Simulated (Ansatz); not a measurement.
**Worked example: correlation energy of HAl–AlH⁺, quartet**

Geometry: that of the HAl–AlH, triplet, kept fixed. The doublet lies 3.5 eV lower here.

```xyz
4

Al    0.0000    0.0000    1.1500
Al    0.0000    0.0000   -1.1500
H     0.0000    0.0000    2.7245
H     0.0000    0.0000   -2.7245
```

Basis 6-31G; Ansatz 0.2.0. Correlated methods freeze the noble-gas cores, which leaves 7 electrons in 20 orbitals. Prefix R: restricted or restricted open-shell reference; prefix U: unrestricted.

Full CI is exact within this basis and frozen core; it isn't the basis-set limit. The frozen core follows each run's orbitals, which can shift R against U totals by a few meV.

Runs differ by some tens of microhartree through their thresholds and, for an open shell, their frozen cores, so steps under 0.1 kcal/mol mean nothing.

```tsv
level	total energy (hartree)
UHF	-484.483872
UMP2	-484.536033
UCCSD	-484.565666
UCCSD(T)	-484.568452
UCCSDT	-484.569977
UCCSDT(Q)	-484.570140
UCCSDTQ	-484.570130
full CI	-484.570127
```

Q: What is the correlation energy at full CI, and what share of it do UMP2 and UCCSDT recover?

A: E(corr) = -484.570127 − (-484.483872) = -0.086255 hartree = -2.347 eV. UMP2: -0.052161 / -0.086255 = 60.47 %. UCCSDT: -0.086105 / -0.086255 = 99.83 %.

Q: By how many kcal/mol does UCCSD(T) miss full CI (1 hartree = 627.509 kcal/mol), and which steps make up the rest?

A: -484.568452 − (-484.570127) = 0.001675 hartree = 1.05 kcal/mol. Steps: UCCSDT − UCCSD(T) = -0.96, UCCSDT(Q) − UCCSDT = -0.10, UCCSDTQ − UCCSDT(Q) = 0.01, full CI − UCCSDTQ = 0.00 kcal/mol. Differences between like states or geometries often cancel part of this.
